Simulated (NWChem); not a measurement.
The numbers come from NWChem runs, not from measurements. System: C2H3O, charge 0, spin multiplicity 2, at a geometry optimised with UPBE/def2-SVP. The structure started from a generated list of species. Its SCF solution wasn't tested for a lower state. Level: UHF/def2-TZVP.

Input file:

```
start mol
memory heap 200 mb stack 900 mb global 1100 mb
geometry units angstroms nocenter noautoz
  C     -0.078063    -1.170428     0.000000
  C      0.426526     0.248546     0.000000
  O     -0.195468     1.267226     0.000000
  H      0.330976    -1.693871     0.887791
  H      0.330976    -1.693871    -0.887791
  H     -1.188987    -1.218772     0.000000
  symmetry group Cs
end
basis spherical
  * library def2-tzvp
end
scf
  uhf
  nopen 1
  maxiter 100
  thresh 1e-7
  semidirect memsize 60000000 filesize 0
  # guess.movecs holds the orbitals of an unrestricted PBE0 run
  vectors input guess.movecs output mol.movecs
end
task scf energy
```

Output (cleaned and shortened):

```
             Northwest Computational Chemistry Package (NWChem) 7.3.0
             --------------------------------------------------------

                                NWChem Input Module
                                -------------------

 Scaling coordinates for geometry "geometry" by  1.889725989
 (inverse scale =  0.529177249)

 Turning off AUTOSYM since
 SYMMETRY directive was detected!

                             Geometry "geometry" -> ""
                             -------------------------

 Output coordinates in angstroms (scale by  1.889725989 to convert to a.u.)

  No.       Tag          Charge          X              Y              Z
 ---- ---------------- ---------- -------------- -------------- --------------
    1 C                    6.0000    -0.07806300    -1.17042800     0.00000000
    2 C                    6.0000     0.42652600     0.24854600     0.00000000
    3 O                    8.0000    -0.19546800     1.26722600     0.00000000
    4 H                    1.0000     0.33097600    -1.69387100     0.88779100
    5 H                    1.0000     0.33097600    -1.69387100    -0.88779100
    6 H                    1.0000    -1.18898700    -1.21877200     0.00000000

 Effective nuclear repulsion energy (a.u.)      62.5061106089

            Nuclear Dipole moment (a.u.)
            ----------------------------
        X                 Y               Z
 ---------------- ---------------- ----------------
    -0.0000018897     0.0000037795     0.0000000000

      Symmetry information
      --------------------

 Group name             Cs
 Group number              2
 Group order               2
 No. of unique centers     5

      Symmetry unique atoms

     1    2    3    4    6


 Summary of "ao basis" -> "" (spherical)
 ------------------------------------------------------------------------------
       Tag                 Description            Shells   Functions and Types
 ---------------- ------------------------------  ------  ---------------------
 *                         def2-tzvp                  on all atoms

 Summary of "ao basis" -> "ao basis" (spherical)
 ------------------------------------------------------------------------------
       Tag                 Description            Shells   Functions and Types
 ---------------- ------------------------------  ------  ---------------------
 C                         def2-tzvp                11       31   5s3p2d1f
 O                         def2-tzvp                11       31   5s3p2d1f
 H                         def2-tzvp                 4        6   3s1p

                                 NWChem SCF Module
                                 -----------------

  ao basis        = "ao basis"
  functions       =   111
  atoms           =     6
  alpha electrons =    12
  beta  electrons =    11
  charge          =   0.00
  wavefunction    = UHF
  use symmetry    = T
  symmetry adapt  = T

 Summary of "ao basis" -> "ao basis" (spherical)
 ------------------------------------------------------------------------------
       Tag                 Description            Shells   Functions and Types
 ---------------- ------------------------------  ------  ---------------------
 C                         def2-tzvp                11       31   5s3p2d1f
 O                         def2-tzvp                11       31   5s3p2d1f
 H                         def2-tzvp                 4        6   3s1p

      Symmetry analysis of basis
      --------------------------
[...]
   Bfn.  Coefficient  Atom+Function         Bfn.  Coefficient  Atom+Function
  ----- ------------  ---------------      ----- ------------  ---------------
    70      0.345697  3 O  pz                73      0.312303  3 O  pz
    76      0.184441  3 O  pz                 8     -0.167970  1 C  pz

 Vector   11  Occ=1.000000D+00  E=-4.927488D-01  Symmetry=a'
              MO Center=  8.2D-03,  6.2D-01,  1.5D-15, r^2= 1.9D+00
   Bfn.  Coefficient  Atom+Function         Bfn.  Coefficient  Atom+Function
  ----- ------------  ---------------      ----- ------------  ---------------
    68      0.266365  3 O  px                69      0.249507  3 O  py
    71      0.241744  3 O  px                72      0.225499  3 O  py
    74      0.154390  3 O  px                37      0.150178  2 C  px

 Vector   12  Occ=0.000000D+00  E= 9.106408D-02  Symmetry=a'
              MO Center=  3.8D-01, -3.0D-01, -1.3D-16, r^2= 4.4D+00
   Bfn.  Coefficient  Atom+Function         Bfn.  Coefficient  Atom+Function
  ----- ------------  ---------------      ----- ------------  ---------------
     5      3.618306  1 C  s                 36     -2.101034  2 C  s
   108     -1.241536  6 H  s                 96     -0.935289  4 H  s
   102     -0.935289  5 H  s                 67      0.420709  3 O  s
    44      0.392373  2 C  py                13      0.316126  1 C  py
    74      0.272843  3 O  px                 3      0.194228  1 C  s

 Vector   13  Occ=0.000000D+00  E= 1.546549D-01  Symmetry=a"
              MO Center=  3.3D-01,  1.2D-02, -1.8D-13, r^2= 2.9D+00
   Bfn.  Coefficient  Atom+Function         Bfn.  Coefficient  Atom+Function
  ----- ------------  ---------------      ----- ------------  ---------------
    45      0.749314  2 C  pz                96     -0.678455  4 H  s
   102      0.678455  5 H  s                 76     -0.468101  3 O  pz
    39      0.284410  2 C  pz                14      0.275770  1 C  pz
    42      0.272311  2 C  pz                70     -0.239051  3 O  pz
    73     -0.189944  3 O  pz

 Vector   14  Occ=0.000000D+00  E= 1.584942D-01  Symmetry=a'
              MO Center=  3.9D-01, -1.4D+00, -5.9D-14, r^2= 5.5D+00
   Bfn.  Coefficient  Atom+Function         Bfn.  Coefficient  Atom+Function
  ----- ------------  ---------------      ----- ------------  ---------------
     5      6.087943  1 C  s                 96     -2.373240  4 H  s
   102     -2.373240  5 H  s                 36     -1.695164  2 C  s
   108     -0.927269  6 H  s                 44      0.709506  2 C  py
     4     -0.673474  1 C  s                 43      0.671654  2 C  px
    12      0.598776  1 C  px                67      0.303618  3 O  s

 center of mass
 --------------
 x =   0.02301422 y =   0.20048988 z =   0.00000000

 moments of inertia (a.u.)
 ------------------
         183.018928973503           4.708830958456           0.000000000000
           4.708830958456          21.766370829782           0.000000000000
           0.000000000000           0.000000000000         193.438738440092

  Mulliken analysis of the total density
  --------------------------------------

    Atom       Charge   Shell Charges
 -----------   ------   -------------------------------------------------------
    1 C    6     6.25   0.85  1.12  0.47  0.69  0.02  1.24  1.42  0.36  0.02  0.05  0.00
    2 C    6     5.80   0.86  1.12  0.54  0.62  0.21  1.09  1.01  0.17  0.04  0.12  0.02
    3 O    8     8.35   0.79  1.18  0.59  0.95  0.33  1.82  1.92  0.74  0.00  0.03  0.00
    4 H    1     0.87   0.26  0.48  0.11  0.02
    5 H    1     0.87   0.26  0.48  0.11  0.02
    6 H    1     0.87   0.26  0.48  0.11  0.02

  Mulliken analysis of the alpha density
  --------------------------------------

    Atom       Charge   Shell Charges
 -----------   ------   -------------------------------------------------------
    1 C    6     3.16   0.43  0.56  0.24  0.35 -0.02  0.65  0.73  0.17  0.01  0.03  0.00
    2 C    6     3.27   0.43  0.56  0.30  0.34  0.16  0.67  0.62  0.10  0.02  0.06  0.01
    3 O    8     4.25   0.40  0.59  0.30  0.48  0.16  0.96  0.99  0.35  0.00  0.02  0.00
    4 H    1     0.43   0.13  0.24  0.05  0.01
    5 H    1     0.43   0.13  0.24  0.05  0.01
    6 H    1     0.46   0.13  0.25  0.07  0.01

   Mulliken analysis of the beta density
   -------------------------------------

    Atom       Charge   Shell Charges
 -----------   ------   -------------------------------------------------------
    1 C    6     3.10   0.43  0.56  0.23  0.34  0.03  0.60  0.69  0.19  0.01  0.02  0.00
    2 C    6     2.53   0.43  0.56  0.24  0.28  0.05  0.42  0.39  0.07  0.02  0.06  0.01
    3 O    8     4.10   0.40  0.59  0.29  0.47  0.16  0.86  0.93  0.38  0.00  0.02  0.00
    4 H    1     0.43   0.13  0.24  0.05  0.01
    5 H    1     0.43   0.13  0.24  0.05  0.01
    6 H    1     0.41   0.12  0.23  0.04  0.01

   Mulliken analysis of the spin density
   -------------------------------------

    Atom       Charge   Shell Charges
 -----------   ------   -------------------------------------------------------
    1 C    6     0.06   0.00 -0.00  0.01  0.02 -0.05  0.05  0.04 -0.02  0.00  0.01  0.00
    2 C    6     0.75   0.00 -0.00  0.06  0.05  0.11  0.25  0.23  0.03  0.00  0.00 -0.00
    3 O    8     0.15   0.00 -0.00  0.01  0.01 -0.00  0.11  0.06 -0.03  0.00 -0.00  0.00
    4 H    1    -0.00  -0.00 -0.00  0.00  0.00
    5 H    1    -0.00  -0.00 -0.00  0.00  0.00
    6 H    1     0.05   0.01  0.02  0.03 -0.00

       Multipole analysis of the density wrt the origin
       ------------------------------------------------

     L   x y z        total         alpha         beta         nuclear
     -   - - -        -----         -----         ----         -------
     0   0 0 0     -0.000000    -12.000000    -11.000000     23.000000

     1   1 0 0      0.080989     -0.489302      0.570294     -0.000002
     1   0 1 0     -1.205285     -0.841860     -0.363429      0.000004
     1   0 0 1      0.000000     -0.000000      0.000000      0.000000

     2   2 0 0    -13.752259    -14.093741    -10.609371     10.950854
     2   1 1 0      0.250714      0.581785      1.345557     -1.676627
     2   1 0 1      0.000000     -0.000000      0.000000      0.000000
     2   0 2 0    -14.717776    -59.581828    -57.485358    102.349410
     2   0 1 1     -0.000000     -0.000000     -0.000000      0.000000
     2   0 0 2    -12.741273     -9.487490     -8.883015      5.629232

 Task  times  cpu:        3.8s     wall:        3.8s

 Total times  cpu:        3.8s     wall:        3.8s
```
